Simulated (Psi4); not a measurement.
# C2H2F2 (SMILES F/C=C\F): HF/cc-pwCVTZ (density fitting)

What is the vertical ionisation energy of C2H2F2 at HF/cc-pwCVTZ (density fitting)? Input form: a Python script.

Program for the calculation: Psi4 1.11.

6 further runs of the same task are left out: 6 set aside as unsound or not needed.

**1. The molecule**

C2H2F2: 6 atoms, total charge 0, spin state singlet. SMILES: `F/C=C\F`. Geometry: relaxed at GFN2-xTB.

Bond lengths: F1–C2 1.335 Å, C2–C3 1.321 Å, C3–F4 1.335 Å, C2–H5 1.079 Å, C3–H6 1.078 Å. Angles: F1–C2–C3 123.7°, C2–C3–F4 123.7°, F1–C2–H5 113.2°, C3–C2–H5 123.0°, C2–C3–H6 123.2°, F4–C3–H6 113.1°.

**2. Energy and forces at HF/cc-pwCVTZ (density fitting)**

The input, run.py:

```python
import psi4

psi4.set_memory(1600000000)
psi4.set_num_threads(1)
psi4.set_output_file('c2h2f2.out', False)

molecule = psi4.geometry("""
F      0.36350772    -1.58049134    -2.87397108
C      0.76573592     0.05155173    -0.99344792
C     -0.61867744     0.14439397     1.08169813
F     -2.57488413    -1.38533932     1.52876954
H      2.34259899     1.29858200    -1.33373090
H     -0.27829997     1.47130297     2.59068224
units bohr
""")

psi4.set_options({
    'scf_type': 'df',
})

E = psi4.gradient("hf/cc-pwCVTZ")
print('gradient / Eh bohr^-1')
print(E.np.round(6))
for k, v in sorted(psi4.core.scalar_variables().items()):
    print(f'{k:45s} {v:18.10f}')
```

Launch:

```console
python run.py
```

c2h2f2.out:

```text
[...]
  Running in c1 symmetry.
[...]
  Nuclear repulsion =  113.607617739360023
[...]
  Multiplicity = 1
[...]
  Nalpha       = 16
  Nbeta        = 16
[...]
    Number of basis functions: 200
[...]
   @DF-RHF iter   1:  -275.78840496338916   -6.87727e-01   1.62036e-03 ADIIS/DIIS
[...]
   @DF-RHF iter  10:  -275.83403838120336   -2.78533e-11   8.22503e-09 DIIS
[...]
    Orbital Energies [Eh]
    ---------------------
    Doubly Occupied:
       1A    -26.317266     2A    -26.316987     3A    -11.333519
       4A    -11.331706     5A     -1.643472     6A     -1.631181
       7A     -1.065973     8A     -0.860353     9A     -0.777546
      10A     -0.754314    11A     -0.713635    12A     -0.700059
      13A     -0.687937    14A     -0.614651    15A     -0.578054
      16A     -0.389672
[...]
  @DF-RHF Final Energy:  -275.83403838120336
   => Energetics <=
    Nuclear Repulsion Energy =            113.6076177393600233
    One-Electron Energy =                -607.4506612077838099
    Two-Electron Energy =                 218.0090050872204301
    Total Energy =                       -275.8340383812033565
[...]
 Multipole Moments:
 ------------------------------------------------------------------------------------
     Multipole            Electronic (a.u.)      Nuclear  (a.u.)        Total (a.u.)
 ------------------------------------------------------------------------------------
 L = 1.  Multiply by 2.5417464519 to convert [e a0] to [Debye]
 Dipole X            :         -1.5364372            2.1242819            0.5878448
 Dipole Y            :         -2.0619208            2.8496707            0.7877499
 Dipole Z            :         -0.9363663            1.2928243            0.3564579
 Magnitude           :                                                    1.0455495
[...]
  -Total Gradient:
     Atom            X                  Y                   Z
    ------   -----------------  -----------------  -----------------
       1       -0.000506586068    -0.011276495578    -0.016209079071
       2        0.008338326777     0.006355589970    -0.002058818927
       3        0.002202265281     0.007560613870     0.008234619708
       4       -0.015748028162    -0.010387203554     0.006482675837
       5        0.006608250667     0.003796709548    -0.003589420532
       6       -0.000894228498     0.003950785747     0.007140022985
[...]
```

The script printed:

```text
gradient / Eh bohr^-1
[[-0.000507 -0.011276 -0.016209]
 [ 0.008338  0.006356 -0.002059]
 [ 0.002202  0.007561  0.008235]
 [-0.015748 -0.010387  0.006483]
 [ 0.006608  0.003797 -0.003589]
 [-0.000894  0.003951  0.00714 ]]
CURRENT ENERGY                                   -275.8340383812
CURRENT REFERENCE ENERGY                         -275.8340383812
DD SOLVATION ENERGY                                 0.0000000000
HF KINETIC ENERGY                                 275.6347097637
HF POTENTIAL ENERGY                              -551.4687481449
HF TOTAL ENERGY                                  -275.8340383812
HF VIRIAL RATIO                                     2.0007231623
NUCLEAR REPULSION ENERGY                          113.6076177394
ONE-ELECTRON ENERGY                              -607.4506612078
PCM POLARIZATION ENERGY                             0.0000000000
PE ENERGY                                           0.0000000000
SCF ITERATION ENERGY                             -275.8340383812
SCF ITERATIONS                                     10.0000000000
SCF TOTAL ENERGY                                 -275.8340383812
TWO-ELECTRON ENERGY                               218.0090050872
```

Wall time 3.6 s (1 thread of Intel Xeon 6975P-C (Granite Rapids), shared host); peak memory 0.34 GiB.

**3. The doublet cation**

The input, calc.py:

```python
import psi4

psi4.set_memory(1600000000)
psi4.set_num_threads(1)
psi4.core.set_output_file('c2h2f2.out', False)

molecule = psi4.geometry("""
1 2
F
C 1 1.334715
C 2 1.320978 1 123.73932
F 3 1.335237 2 123.69024 1 0.01354
H 2 1.078973 3 123.01697 4 179.98876
H 3 1.07848 2 123.16765 5 -0.00599
units angstrom
""")

psi4.set_options(dict(reference='uhf', scf_type='df'))

e_tot, wfn = psi4.gradient('scf/cc-pwCVTZ', molecule=molecule, return_wfn=True)
print('gradient / Eh bohr^-1')
print(e_tot.np.round(6))
print(f'energy = {wfn.energy():.10f} Eh')
for k, v in sorted(psi4.core.scalar_variables().items()):
    print(f'{k:45s} {v:18.10f}')
```

Launch:

```console
python calc.py
```

c2h2f2.out:

```text
[...]
  Running in c1 symmetry.
[...]
  Nuclear repulsion =  113.607623575988356
[...]
  Multiplicity = 2
[...]
  Nalpha       = 16
  Nbeta        = 15
[...]
    Number of basis functions: 200
[...]
   @DF-UHF iter   1:  -275.41185224204349   -3.11175e-01   1.89235e-03 ADIIS/DIIS
[...]
   @DF-UHF iter  14:  -275.49033101048076   -6.13909e-12   4.42563e-09 DIIS
[...]
   @S^2 Observed:                7.562590093E-01
[...]
    Orbital Energies [Eh]
    ---------------------
    Alpha Occupied:
       1A    -26.618076     2A    -26.617794     3A    -11.693839
       4A    -11.691915     5A     -1.936687     6A     -1.921872
       7A     -1.433285     8A     -1.160151     9A     -1.082498
      10A     -1.051559    11A     -1.019277    12A     -0.985747
      13A     -0.980135    14A     -0.907905    15A     -0.881937
      16A     -0.756290
    Alpha Virtual:
      17A     -0.162023    18A     -0.073808    19A     -0.042006
      20A     -0.018228    21A      0.097517    22A      0.119911
      23A      0.131554    24A      0.202825    25A      0.207470
[...]
  @DF-UHF Final Energy:  -275.49033101048076
   => Energetics <=
    Nuclear Repulsion Energy =            113.6076235759883559
    One-Electron Energy =                -597.7713027803629302
    Two-Electron Energy =                 208.6733481938938439
    Total Energy =                       -275.4903310104807588
  UHF NO Occupations:
  HONO-2 :   14  A 1.9993637
  HONO-1 :   15  A 1.9988506
[...]
 Multipole Moments:
 ------------------------------------------------------------------------------------
     Multipole            Electronic (a.u.)      Nuclear  (a.u.)        Total (a.u.)
 ------------------------------------------------------------------------------------
 L = 1.  Multiply by 2.5417464519 to convert [e a0] to [Debye]
 Dipole X            :          0.0005389           -0.0008913           -0.0003523
 Dipole Y            :         -0.9537955            2.0984979            1.1447023
 Dipole Z            :         -1.4326581            3.1465690            1.7139109
 Magnitude           :                                                    2.0610275
[...]
  -Total Gradient:
     Atom            X                  Y                   Z
    ------   -----------------  -----------------  -----------------
       1       -0.000015434133     0.010226175214    -0.085782241408
       2        0.000039876310    -0.082341948574     0.133087728101
       3       -0.000017653927     0.155152588573    -0.024296153862
       4        0.000014139200    -0.083302877716    -0.023519063392
       5       -0.000015146011     0.003674349302    -0.001838123632
       6       -0.000005781438    -0.003408286798     0.002347854195
[...]
```

The script printed:

```text
gradient / Eh bohr^-1
[[-1.50000e-05  1.02260e-02 -8.57820e-02]
 [ 4.00000e-05 -8.23420e-02  1.33088e-01]
 [-1.80000e-05  1.55153e-01 -2.42960e-02]
 [ 1.40000e-05 -8.33030e-02 -2.35190e-02]
 [-1.50000e-05  3.67400e-03 -1.83800e-03]
 [-6.00000e-06 -3.40800e-03  2.34800e-03]]
energy = -275.4903310105 Eh
CURRENT ENERGY                                   -275.4903310105
CURRENT REFERENCE ENERGY                         -275.4903310105
DD SOLVATION ENERGY                                 0.0000000000
HF KINETIC ENERGY                                 275.2282316108
HF POTENTIAL ENERGY                              -550.7185626213
HF TOTAL ENERGY                                  -275.4903310105
HF VIRIAL RATIO                                     2.0009522984
NUCLEAR REPULSION ENERGY                          113.6076235760
ONE-ELECTRON ENERGY                              -597.7713027804
PCM POLARIZATION ENERGY                             0.0000000000
PE ENERGY                                           0.0000000000
SCF ITERATION ENERGY                             -275.4903310105
SCF ITERATIONS                                     14.0000000000
SCF TOTAL ENERGY                                 -275.4903310105
TWO-ELECTRON ENERGY                               208.6733481939
```

Run time: 4.8 s. Hardware: 1 thread of Intel Xeon 6975P-C (Granite Rapids), shared host; peak memory 0.34 GiB.

**4. Outcome**

Level: HF/cc-pwCVTZ (density fitting).

```
                                          quantity          value
                      singlet C2H2F2: total energy  -275.83404 Eh
                     singlet C2H2F2: dipole moment         2.66 D
                       singlet C2H2F2: HOMO energy      -10.60 eV
                       singlet C2H2F2: LUMO energy        4.05 eV
                     singlet C2H2F2: HOMO–LUMO gap       14.65 eV
          singlet C2H2F2: largest force on an atom     1.026 eV/Å
                      doublet cation: total energy  -275.49033 Eh
doublet cation: HOMO energy (highest over α and β)      -20.58 eV
 doublet cation: LUMO energy (lowest over α and β)       -8.19 eV
                              doublet cation: ⟨S²⟩          0.756
          doublet cation: largest force on an atom     8.075 eV/Å
vertical ionisation energy (to the doublet cation)       9.353 eV
```

What this shows: Removing an electron at fixed nuclei costs 9.35 eV (902 kJ/mol). The largest force (singlet C2H2F2) is 1.03 eV/Å: the shape isn't a stationary point for this species at this level. −ε(HOMO) before ionisation, 10.60 eV, is 1.25 eV above this ionisation energy.
